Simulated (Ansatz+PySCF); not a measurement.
Two shapes of singlet C₄H₄S.

Shape 1:

```xyz
9

S     0.0000    0.0000    1.1893
C     0.0000    1.2350   -0.0031
C     0.0000   -1.2350   -0.0031
C     0.0000    0.7120   -1.2695
C     0.0000   -0.7120   -1.2695
H     0.0000    2.2833    0.2931
H     0.0000   -2.2833    0.2931
H     0.0000    1.3256   -2.1717
H     0.0000   -1.3256   -2.1717
```

Shape 2:

```xyz
9

S     0.0000    0.0000    1.2844
C     0.0000    1.3339   -0.0033
C     0.0000   -1.3339   -0.0033
C     0.0000    0.7690   -1.3711
C     0.0000   -0.7690   -1.3711
H     0.0000    2.4660    0.3166
H     0.0000   -2.4660    0.3166
H     0.0000    1.4316   -2.3455
H     0.0000   -1.4316   -2.3455
```

Basis set: def2-SVP (spherical functions). Left uncorrelated: 9 orbitals. Charge 0, multiplicity 1.

Computed with Ansatz (development build ahead of 0.2.0); each method stands on the lowest determinant of its kind that the runs found.

(1) Which shape is lower in energy, and by how much in each method?

Answers

(1)

| method | E(2) − E(1) (eV) |
| --- | --- |
| RHF | 2.156 |
| UHF | 1.759 |
| RHF-MP2 | 1.616 |
| UHF-MP2 | 2.660 |

Shape 1 is lower. Caution for RHF, RHF-MP2: an unrestricted determinant lies well below. Caution for UHF, UHF-MP2: the determinant breaks the point group; the unrestricted determinant is a mixture of spin states. Caution for UHF-MP2: another reference gives a lower total.
